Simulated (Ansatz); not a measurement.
# SiHO (quartet): wB97M-V, B2PLYP, RPA-PBE over vertical spin and charge gaps and displaced geometries, cc-pVDZ, part 1 of 2

Aim: run SiHO (quartet) with these functionals over vertical spin and charge gaps and displaced geometries, and hold them against the top wave-function level at the same points.

Program: Ansatz 0.2.0, Gaussian basis. Level of theory: cc-pVDZ, all electrons in the functionals, frozen cores in the correlation of double hybrids and RPA. These are calculated values, not measurements.

Plan: wB97M-V, B2PLYP, RPA-PBE, at charge 0, quartet; charge 0, doublet; charge 0, sextet; charge 1, triplet; charge 1, quintet; displaced geometry v1; displaced geometry v2.

35 further runs of the same task are left out: 9 for a known fault of the program, 10 that didn't finish, 16 set aside as unsound or not needed.

### Step 1. What is computed

The geometry is a PBE0/def2-TZVP stationary point (not a proven minimum).

3 atoms, charge 0, spin multiplicity 4.

Atoms are counted from 1 here; the program's logs count them from 0.

Bond lengths: Si1–O2 1.728 Å, Si1–H3 1.496 Å. Angles: O2–Si1–H3 115.5°.

Geometry (Å):

```
Si    0.0000   -0.0944    0.5921
O     0.0000    0.0915   -1.1262
H     0.0000    1.1795    1.3768
```

No dispersion term is added; wB97M-V holds VV10 nonlocal correlation.

The geometry shown and the zero of energy belong to the point charge 0, quartet. The yardstick, UCCSDT(Q), and other wave-function levels (R restricted, U unrestricted, valence and pair active spaces) come from earlier runs.

### Step 2. wB97M-V, charge 0, quartet

in.yaml

```yaml
crystal:
  periodic: [false, false, false]
  atoms:
    - {symbol: Si, position_ang: [0.000000, -0.094440, 0.592147]}
    - {symbol: O, position_ang: [0.000000, 0.091474, -1.126196]}
    - {symbol: H, position_ang: [0.000000, 1.179495, 1.376770]}
basis:
  gaussian: {orbitals: cc-pVDZ}
magnetization: {spin_polarized: true, initial_magnetization: 3}
hamiltonian: {xc: {name: wB97M-V}}
output: {orbitals: {seedname: orbitals}}
```

Started as:

```bash
$ ansatz run in.yaml --threads 1 --pin off --events-out ev --progress --plain --max-ram 2393MiB
```

What it wrote, cut to the lines that bear on the results:

```text
Functional definition: wB97M-V
  name "wB97M-V"
  cite "Mardirossian & Head-Gordon, J. Chem. Phys. 144, 214110 (2016) doi:10.1063/1.4952647"
  cite "Becke, J. Chem. Phys. 107, 8554 (1997) doi:10.1063/1.475007"
  cite "Vydrov & Van Voorhis, J. Chem. Phys. 133, 244103 (2010) doi:10.1063/1.3521275"
  # Of w^i u^j: cxij and so on, Table III.
[...]
  gx(w, u) = 1 - cx + cx01*u + cx10*w
  gss(w, u) = css00 + css04*u^4 + css10*w + css20*w^2 + css43*w^4*u^3
  gos(w, u) = cos00 + cos10*w + (cos20 + cos21*u)*w^2 + (cos60 + cos61*u)*w^6
[...]
      + integral(e_c_pw_mod_opposite_spin*gos(b97_w_opposite, b97_u_opposite)) + vv10(b, c)
357 factors; integrals over basis functions are off by at most 1.0e-3 eV
108 factors; integrals over basis functions are off by at most 9.5e-6 eV
[...]
mean field -9934.58580029 eV, -365.0892942566 hartree, gradient 1.3e-6 eV, S^2 3.754105; 2 other end points of the search recorded, 0 dependent functions left out
reference -9934.58582754 eV, -365.0892952579 hartree; 13, 10 occupied and 24, 27 virtual orbitals, 357 factors
Total energy: -9934.58582754 eV, -365.0892952579 hartree
```

Wall time 5.5 s (1 thread of AMD EPYC 9R45, shared host).

From the report: ⟨S²⟩ of the determinant 3.754 (pure quartet: 3.75).

### Step 3. wB97M-V, charge 0, doublet

in.yaml: that of step 2 with these lines changed.

```diff
@@ -8,4 +8,4 @@
   gaussian: {orbitals: cc-pVDZ}
-magnetization: {spin_polarized: true, initial_magnetization: 3}
+magnetization: {spin_polarized: true, initial_magnetization: 1}
 hamiltonian: {xc: {name: wB97M-V}}
-output: {orbitals: {seedname: orbitals}}
+output: {forces: true, orbitals: {seedname: orbitals}}
```

Launched as before.

What it wrote, cut to the lines that bear on the results:

```text
Functional definition: wB97M-V
  name "wB97M-V"
  cite "Mardirossian & Head-Gordon, J. Chem. Phys. 144, 214110 (2016) doi:10.1063/1.4952647"
  cite "Becke, J. Chem. Phys. 107, 8554 (1997) doi:10.1063/1.475007"
  cite "Vydrov & Van Voorhis, J. Chem. Phys. 133, 244103 (2010) doi:10.1063/1.3521275"
  # Of w^i u^j: cxij and so on, Table III.
[...]
  gx(w, u) = 1 - cx + cx01*u + cx10*w
  gss(w, u) = css00 + css04*u^4 + css10*w + css20*w^2 + css43*w^4*u^3
  gos(w, u) = cos00 + cos10*w + (cos20 + cos21*u)*w^2 + (cos60 + cos61*u)*w^6
[...]
      + integral(e_c_pw_mod_opposite_spin*gos(b97_w_opposite, b97_u_opposite)) + vv10(b, c)
357 factors; integrals over basis functions are off by at most 1.0e-3 eV
108 factors; integrals over basis functions are off by at most 9.5e-6 eV
[...]
mean field -9937.44607338 eV, -365.1944073538 hartree, gradient 5.0e-5 eV, S^2 0.761984; 4 other end points of the search recorded, 0 dependent functions left out
[...]
reference -9937.44610189 eV, -365.1944084016 hartree; 12, 11 occupied and 25, 26 virtual orbitals, 357 factors
Total energy: -9937.44610189 eV, -365.1944084016 hartree
Atom 0 at     0.000000    -0.094440     0.592147 Å, force     0.000000    -0.294076    -5.095433 eV/Å
Atom 1 at     0.000000     0.091474    -1.126196 Å, force    -0.000000    -0.328015     4.999455 eV/Å
Atom 2 at     0.000000     1.179495     1.376770 Å, force    -0.000000     0.622091     0.095978 eV/Å
Dipole moment:     0.000000     0.036517     0.661023 e Å
```

Run time: 2.5 s. Hardware: 1 thread of AMD EPYC 9R45, shared host.

From the report: ⟨S²⟩ of the determinant 0.762 (pure doublet: 0.75).

From charge 0, quartet: -66.0 kcal/mol.

### Step 4. wB97M-V, charge 0, sextet

in.yaml: that of step 3 with these lines changed.

```diff
@@ -8,4 +8,4 @@
   gaussian: {orbitals: cc-pVDZ}
-magnetization: {spin_polarized: true, initial_magnetization: 1}
+magnetization: {spin_polarized: true, initial_magnetization: 5}
 hamiltonian: {xc: {name: wB97M-V}}
-output: {forces: true, orbitals: {seedname: orbitals}}
+output: {orbitals: {seedname: orbitals}}
```

The command is unchanged.

What it wrote, cut to the lines that bear on the results:

```text
Functional definition: wB97M-V
  name "wB97M-V"
  cite "Mardirossian & Head-Gordon, J. Chem. Phys. 144, 214110 (2016) doi:10.1063/1.4952647"
  cite "Becke, J. Chem. Phys. 107, 8554 (1997) doi:10.1063/1.475007"
  cite "Vydrov & Van Voorhis, J. Chem. Phys. 133, 244103 (2010) doi:10.1063/1.3521275"
  # Of w^i u^j: cxij and so on, Table III.
[...]
  gx(w, u) = 1 - cx + cx01*u + cx10*w
  gss(w, u) = css00 + css04*u^4 + css10*w + css20*w^2 + css43*w^4*u^3
  gos(w, u) = cos00 + cos10*w + (cos20 + cos21*u)*w^2 + (cos60 + cos61*u)*w^6
[...]
      + integral(e_c_pw_mod_opposite_spin*gos(b97_w_opposite, b97_u_opposite)) + vv10(b, c)
357 factors; integrals over basis functions are off by at most 1.0e-3 eV
108 factors; integrals over basis functions are off by at most 9.5e-6 eV
[...]
mean field -9926.97054077 eV, -364.8094386309 hartree, gradient 3.6e-5 eV, S^2 8.754411; 3 other end points of the search recorded, 0 dependent functions left out
reference -9926.97056812 eV, -364.8094396359 hartree; 14, 9 occupied and 23, 28 virtual orbitals, 357 factors
Total energy: -9926.97056812 eV, -364.8094396359 hartree
```

Wall time 2.4 s (1 thread of AMD EPYC 9R45, shared host).

From the report: ⟨S²⟩ of the determinant 8.754 (pure sextet: 8.75).

From charge 0, quartet: +175.6 kcal/mol.

### Step 5. wB97M-V, charge 1, triplet

in.yaml: that of step 4 with these lines changed.

```diff
@@ -8,3 +8,4 @@
   gaussian: {orbitals: cc-pVDZ}
-magnetization: {spin_polarized: true, initial_magnetization: 5}
+total_charge: 1
+magnetization: {spin_polarized: true, initial_magnetization: 2}
 hamiltonian: {xc: {name: wB97M-V}}
```

Launched as before.

What it wrote, cut to the lines that bear on the results:

```text
Functional definition: wB97M-V
  name "wB97M-V"
  cite "Mardirossian & Head-Gordon, J. Chem. Phys. 144, 214110 (2016) doi:10.1063/1.4952647"
  cite "Becke, J. Chem. Phys. 107, 8554 (1997) doi:10.1063/1.475007"
  cite "Vydrov & Van Voorhis, J. Chem. Phys. 133, 244103 (2010) doi:10.1063/1.3521275"
  # Of w^i u^j: cxij and so on, Table III.
[...]
  gx(w, u) = 1 - cx + cx01*u + cx10*w
  gss(w, u) = css00 + css04*u^4 + css10*w + css20*w^2 + css43*w^4*u^3
  gos(w, u) = cos00 + cos10*w + (cos20 + cos21*u)*w^2 + (cos60 + cos61*u)*w^6
[...]
      + integral(e_c_pw_mod_opposite_spin*gos(b97_w_opposite, b97_u_opposite)) + vv10(b, c)
357 factors; integrals over basis functions are off by at most 1.0e-3 eV
108 factors; integrals over basis functions are off by at most 9.5e-6 eV
[...]
mean field -9927.13662256 eV, -364.8155420243 hartree, gradient 6.4e-6 eV, S^2 2.006789; 1 other end points of the search recorded, 0 dependent functions left out
reference -9927.13665049 eV, -364.8155430507 hartree; 12, 10 occupied and 25, 27 virtual orbitals, 357 factors
Total energy: -9927.13665049 eV, -364.8155430507 hartree
```

Wall time 2.5 s (1 thread of AMD EPYC 9R45, shared host).

From the report: ⟨S²⟩ of the determinant 2.007 (pure triplet: 2.00).

From charge 0, quartet: +171.8 kcal/mol.

### Step 6. wB97M-V, charge 1, quintet

in.yaml: that of step 5 with these lines changed.

```diff
@@ -9,4 +9,4 @@
 total_charge: 1
-magnetization: {spin_polarized: true, initial_magnetization: 2}
+magnetization: {spin_polarized: true, initial_magnetization: 4}
 hamiltonian: {xc: {name: wB97M-V}}
-output: {orbitals: {seedname: orbitals}}
+output: {forces: true, orbitals: {seedname: orbitals}}
```

Same command.

What it wrote, cut to the lines that bear on the results:

```text
Functional definition: wB97M-V
  name "wB97M-V"
  cite "Mardirossian & Head-Gordon, J. Chem. Phys. 144, 214110 (2016) doi:10.1063/1.4952647"
  cite "Becke, J. Chem. Phys. 107, 8554 (1997) doi:10.1063/1.475007"
  cite "Vydrov & Van Voorhis, J. Chem. Phys. 133, 244103 (2010) doi:10.1063/1.3521275"
  # Of w^i u^j: cxij and so on, Table III.
[...]
  gx(w, u) = 1 - cx + cx01*u + cx10*w
  gss(w, u) = css00 + css04*u^4 + css10*w + css20*w^2 + css43*w^4*u^3
  gos(w, u) = cos00 + cos10*w + (cos20 + cos21*u)*w^2 + (cos60 + cos61*u)*w^6
[...]
      + integral(e_c_pw_mod_opposite_spin*gos(b97_w_opposite, b97_u_opposite)) + vv10(b, c)
357 factors; integrals over basis functions are off by at most 1.0e-3 eV
108 factors; integrals over basis functions are off by at most 9.5e-6 eV
[...]
mean field -9922.18971763 eV, -364.6337466210 hartree, gradient 4.0e-5 eV, S^2 6.005709; 3 other end points of the search recorded, 0 dependent functions left out
[...]
reference -9922.18974496 eV, -364.6337476256 hartree; 13, 9 occupied and 24, 28 virtual orbitals, 357 factors
Total energy: -9922.18974496 eV, -364.6337476256 hartree
Atom 0 at     0.000000    -0.094440     0.592147 Å, force     0.000000    -1.812873     6.476695 eV/Å
Atom 1 at     0.000000     0.091474    -1.126196 Å, force    -0.000000     1.202394    -6.124656 eV/Å
Atom 2 at     0.000000     1.179495     1.376770 Å, force    -0.000000     0.610479    -0.352039 eV/Å
Dipole moment:     0.000000     0.018856    -0.023409 e Å
```

Wall time 2.2 s (1 thread of AMD EPYC 9R45, shared host).

From the report: ⟨S²⟩ of the determinant 6.006 (pure quintet: 6.00).

From charge 0, quartet: +285.9 kcal/mol.

### Step 7. wB97M-V, displaced geometry v1

in.yaml

```yaml
crystal:
  periodic: [false, false, false]
  atoms:
    - {symbol: Si, position_ang: [-0.000758, -0.089677, 0.597306]}
    - {symbol: O, position_ang: [-0.001591, 0.080094, -1.132190]}
    - {symbol: H, position_ang: [0.046373, 1.227425, 1.328163]}
basis:
  gaussian: {orbitals: cc-pVDZ}
magnetization: {spin_polarized: true, initial_magnetization: 3}
hamiltonian: {xc: {name: wB97M-V}}
output: {forces: true, orbitals: {seedname: orbitals}}
```

Same command.

What it wrote, cut to the lines that bear on the results:

```text
Functional definition: wB97M-V
  name "wB97M-V"
  cite "Mardirossian & Head-Gordon, J. Chem. Phys. 144, 214110 (2016) doi:10.1063/1.4952647"
  cite "Becke, J. Chem. Phys. 107, 8554 (1997) doi:10.1063/1.475007"
  cite "Vydrov & Van Voorhis, J. Chem. Phys. 133, 244103 (2010) doi:10.1063/1.3521275"
  # Of w^i u^j: cxij and so on, Table III.
[...]
  gx(w, u) = 1 - cx + cx01*u + cx10*w
  gss(w, u) = css00 + css04*u^4 + css10*w + css20*w^2 + css43*w^4*u^3
  gos(w, u) = cos00 + cos10*w + (cos20 + cos21*u)*w^2 + (cos60 + cos61*u)*w^6
[...]
      + integral(e_c_pw_mod_opposite_spin*gos(b97_w_opposite, b97_u_opposite)) + vv10(b, c)
357 factors; integrals over basis functions are off by at most 1.1e-3 eV
108 factors; integrals over basis functions are off by at most 9.8e-6 eV
[...]
mean field -9934.59418646 eV, -365.0896024426 hartree, gradient 1.5e-8 eV, S^2 3.754306; 2 other end points of the search recorded, 0 dependent functions left out
[...]
reference -9934.59421366 eV, -365.0896034423 hartree; 13, 10 occupied and 24, 27 virtual orbitals, 357 factors
Total energy: -9934.59421366 eV, -365.0896034423 hartree
Atom 0 at    -0.000758    -0.089677     0.597306 Å, force     0.003208     0.005254     0.800305 eV/Å
Atom 1 at    -0.001591     0.080094    -1.132190 Å, force    -0.002434     0.024724    -0.862361 eV/Å
Atom 2 at     0.046373     1.227425     1.328163 Å, force    -0.000775    -0.029978     0.062057 eV/Å
Dipole moment:     0.000155    -0.023241     0.247569 e Å
```

It took 7 s on 1 thread of AMD EPYC 9R45, shared host.

From the report: ⟨S²⟩ of the determinant 3.754 (pure quartet: 3.75).

From charge 0, quartet: -0.2 kcal/mol.

### Step 8. wB97M-V, displaced geometry v2

in.yaml

```yaml
crystal:
  periodic: [false, false, false]
  atoms:
    - {symbol: Si, position_ang: [0.060472, -0.096873, 0.587957]}
    - {symbol: O, position_ang: [-0.104402, 0.097414, -1.118792]}
    - {symbol: H, position_ang: [-0.027782, 1.153012, 1.375994]}
basis:
  gaussian: {orbitals: cc-pVDZ}
magnetization: {spin_polarized: true, initial_magnetization: 3}
hamiltonian: {xc: {name: wB97M-V}}
output: {orbitals: {seedname: orbitals}}
```

Same command.

What it wrote, cut to the lines that bear on the results:

```text
Functional definition: wB97M-V
  name "wB97M-V"
  cite "Mardirossian & Head-Gordon, J. Chem. Phys. 144, 214110 (2016) doi:10.1063/1.4952647"
  cite "Becke, J. Chem. Phys. 107, 8554 (1997) doi:10.1063/1.475007"
  cite "Vydrov & Van Voorhis, J. Chem. Phys. 133, 244103 (2010) doi:10.1063/1.3521275"
  # Of w^i u^j: cxij and so on, Table III.
[...]
  gx(w, u) = 1 - cx + cx01*u + cx10*w
  gss(w, u) = css00 + css04*u^4 + css10*w + css20*w^2 + css43*w^4*u^3
  gos(w, u) = cos00 + cos10*w + (cos20 + cos21*u)*w^2 + (cos60 + cos61*u)*w^6
[...]
      + integral(e_c_pw_mod_opposite_spin*gos(b97_w_opposite, b97_u_opposite)) + vv10(b, c)
356 factors; integrals over basis functions are off by at most 1.3e-3 eV
108 factors; integrals over basis functions are off by at most 9.9e-6 eV
[...]
mean field -9934.57780518 eV, -365.0890004417 hartree, gradient 5.7e-6 eV, S^2 3.754037; 2 other end points of the search recorded, 0 dependent functions left out
reference -9934.57783240 eV, -365.0890014419 hartree; 13, 10 occupied and 24, 27 virtual orbitals, 356 factors
Total energy: -9934.57783240 eV, -365.0890014419 hartree
```

It took 5.5 s on 1 thread of AMD EPYC 9R45, shared host.

From the report: ⟨S²⟩ of the determinant 3.754 (pure quartet: 3.75).

From charge 0, quartet: +0.2 kcal/mol.

### Step 9. B2PLYP, charge 0, quartet

in.yaml

```yaml
crystal:
  periodic: [false, false, false]
  atoms:
    - {symbol: Si, position_ang: [0.000000, -0.094440, 0.592147]}
    - {symbol: O, position_ang: [0.000000, 0.091474, -1.126196]}
    - {symbol: H, position_ang: [0.000000, 1.179495, 1.376770]}
basis:
  gaussian: {orbitals: cc-pVDZ}
magnetization: {spin_polarized: true, initial_magnetization: 3}
hamiltonian: {xc: {name: B2PLYP}}
correlation: {electrons: outside_noble_gas}
```

Launched as before.

What it wrote, cut to the lines that bear on the results:

```text
Functional definition: B2PLYP
  name "B2PLYP"
  cite "Grimme, J. Chem. Phys. 124, 034108 (2006) doi:10.1063/1.2148954"
  cite "Becke, Phys. Rev. A 38, 3098 (1988) doi:10.1103/PhysRevA.38.3098"
  cite "Lee, Yang & Parr, Phys. Rev. B 37, 785 (1988) doi:10.1103/PhysRevB.37.785"
[...]
357 factors; integrals over basis functions are off by at most 1.0e-3 eV
[...]
mean field -9928.95484734 eV, -364.8823605525 hartree, gradient 1.6e-6 eV, S^2 3.758174; 3 other end points of the search recorded, 0 dependent functions left out
6 core orbitals not correlated: weight in the atoms' cores, before any rotation towards them, 1.000 or more for the frozen orbitals, at most 0.000 for the correlated occupied ones
reference -9928.95495530 eV, -364.8823645197 hartree; 7, 4 occupied and 24, 27 virtual orbitals, 357 factors
second order -6.76278113 eV of doubles, -0.00000000 eV of singles
Total energy: -9930.78090620 eV, -364.9494669778 hartree
```

It took 1.6 s on 1 thread of AMD EPYC 9R45, shared host.

From the report: ⟨S²⟩ of the determinant 3.758 (pure quartet: 3.75).

### Step 10. B2PLYP, charge 0, doublet

in.yaml: that of step 9 with these lines changed.

```diff
@@ -8,3 +8,3 @@
   gaussian: {orbitals: cc-pVDZ}
-magnetization: {spin_polarized: true, initial_magnetization: 3}
+magnetization: {spin_polarized: true, initial_magnetization: 1}
 hamiltonian: {xc: {name: B2PLYP}}
```

Launched as before.

What it wrote, cut to the lines that bear on the results:

```text
Functional definition: B2PLYP
  name "B2PLYP"
  cite "Grimme, J. Chem. Phys. 124, 034108 (2006) doi:10.1063/1.2148954"
  cite "Becke, Phys. Rev. A 38, 3098 (1988) doi:10.1103/PhysRevA.38.3098"
  cite "Lee, Yang & Parr, Phys. Rev. B 37, 785 (1988) doi:10.1103/PhysRevB.37.785"
[...]
357 factors; integrals over basis functions are off by at most 1.0e-3 eV
[...]
mean field -9931.01256386 eV, -364.9579802399 hartree, gradient 6.3e-6 eV, S^2 0.783679; 6 other end points of the search recorded, 0 dependent functions left out
6 core orbitals not correlated: weight in the atoms' cores, before any rotation towards them, 1.000 or more for the frozen orbitals, at most 0.000 for the correlated occupied ones
reference -9931.01267211 eV, -364.9579842178 hartree; 6, 5 occupied and 25, 26 virtual orbitals, 357 factors
second order -9.38414274 eV of doubles, -0.00000000 eV of singles
Total energy: -9933.54639065 eV, -365.0510966568 hartree
```

It took 1.4 s on 1 thread of AMD EPYC 9R45, shared host.

From the report: ⟨S²⟩ of the determinant 0.784 (pure doublet: 0.75).

From charge 0, quartet: -63.8 kcal/mol.

### Step 11. B2PLYP, charge 0, sextet

in.yaml: that of step 10 with these lines changed.

```diff
@@ -8,3 +8,3 @@
   gaussian: {orbitals: cc-pVDZ}
-magnetization: {spin_polarized: true, initial_magnetization: 1}
+magnetization: {spin_polarized: true, initial_magnetization: 5}
 hamiltonian: {xc: {name: B2PLYP}}
```

Launched as before.

What it wrote, cut to the lines that bear on the results:

```text
Functional definition: B2PLYP
  name "B2PLYP"
  cite "Grimme, J. Chem. Phys. 124, 034108 (2006) doi:10.1063/1.2148954"
  cite "Becke, Phys. Rev. A 38, 3098 (1988) doi:10.1103/PhysRevA.38.3098"
  cite "Lee, Yang & Parr, Phys. Rev. B 37, 785 (1988) doi:10.1103/PhysRevB.37.785"
[...]
357 factors; integrals over basis functions are off by at most 1.0e-3 eV
[...]
mean field -9921.72691603 eV, -364.6167389762 hartree, gradient 7.9e-6 eV, S^2 8.755557; 4 other end points of the search recorded, 0 dependent functions left out
6 core orbitals not correlated: weight in the atoms' cores, before any rotation towards them, 1.000 or more for the frozen orbitals, at most 0.000 for the correlated occupied ones
reference -9921.72702682 eV, -364.6167430476 hartree; 8, 3 occupied and 23, 28 virtual orbitals, 357 factors
second order -5.49917901 eV of doubles, -0.00000000 eV of singles
Total energy: -9923.21180515 eV, -364.6713076449 hartree
```

It took 0.87 s on 1 thread of AMD EPYC 9R45, shared host.

From the report: ⟨S²⟩ of the determinant 8.756 (pure sextet: 8.75).

From charge 0, quartet: +174.5 kcal/mol.

### Step 12. B2PLYP, charge 1, triplet

in.yaml: that of step 11 with these lines changed.

```diff
@@ -8,3 +8,4 @@
   gaussian: {orbitals: cc-pVDZ}
-magnetization: {spin_polarized: true, initial_magnetization: 5}
+total_charge: 1
+magnetization: {spin_polarized: true, initial_magnetization: 2}
 hamiltonian: {xc: {name: B2PLYP}}
```

Same command.

What it wrote, cut to the lines that bear on the results:

```text
Functional definition: B2PLYP
  name "B2PLYP"
  cite "Grimme, J. Chem. Phys. 124, 034108 (2006) doi:10.1063/1.2148954"
  cite "Becke, Phys. Rev. A 38, 3098 (1988) doi:10.1103/PhysRevA.38.3098"
  cite "Lee, Yang & Parr, Phys. Rev. B 37, 785 (1988) doi:10.1103/PhysRevB.37.785"
[...]
357 factors; integrals over basis functions are off by at most 1.0e-3 eV
[...]
mean field -9921.39482617 eV, -364.6045348989 hartree, gradient 8.1e-6 eV, S^2 2.012566; 4 other end points of the search recorded, 0 dependent functions left out
6 core orbitals not correlated: weight in the atoms' cores, before any rotation towards them, 1.000 or more for the frozen orbitals, at most 0.000 for the correlated occupied ones
reference -9921.39493024 eV, -364.6045387234 hartree; 6, 4 occupied and 25, 27 virtual orbitals, 357 factors
second order -6.90221229 eV of doubles, -0.00000000 eV of singles
Total energy: -9923.25852756 eV, -364.6730246616 hartree
```

It took 1.5 s on 1 thread of AMD EPYC 9R45, shared host.

From the report: ⟨S²⟩ of the determinant 2.013 (pure triplet: 2.00).

From charge 0, quartet: +173.5 kcal/mol.

### Step 13. B2PLYP, charge 1, quintet

in.yaml: that of step 12 with these lines changed.

```diff
@@ -9,3 +9,3 @@
 total_charge: 1
-magnetization: {spin_polarized: true, initial_magnetization: 2}
+magnetization: {spin_polarized: true, initial_magnetization: 4}
 hamiltonian: {xc: {name: B2PLYP}}
```

Launched as before.

What it wrote, cut to the lines that bear on the results:

```text
Functional definition: B2PLYP
  name "B2PLYP"
  cite "Grimme, J. Chem. Phys. 124, 034108 (2006) doi:10.1063/1.2148954"
  cite "Becke, Phys. Rev. A 38, 3098 (1988) doi:10.1103/PhysRevA.38.3098"
  cite "Lee, Yang & Parr, Phys. Rev. B 37, 785 (1988) doi:10.1103/PhysRevB.37.785"
[...]
357 factors; integrals over basis functions are off by at most 1.0e-3 eV
[...]
mean field -9917.11932640 eV, -364.4474131801 hartree, gradient 1.3e-6 eV, S^2 6.008665; 5 other end points of the search recorded, 0 dependent functions left out
6 core orbitals not correlated: weight in the atoms' cores, before any rotation towards them, 1.000 or more for the frozen orbitals, at most 0.000 for the correlated occupied ones
reference -9917.11943159 eV, -364.4474170458 hartree; 7, 3 occupied and 24, 28 virtual orbitals, 357 factors
second order -5.02172560 eV of doubles, -0.00000000 eV of singles
Total energy: -9918.47529750 eV, -364.4972441990 hartree
```

It took 0.75 s on 1 thread of AMD EPYC 9R45, shared host.

From the report: ⟨S²⟩ of the determinant 6.009 (pure quintet: 6.00).

From charge 0, quartet: +283.8 kcal/mol.

(Continued in part 2 of 2.)
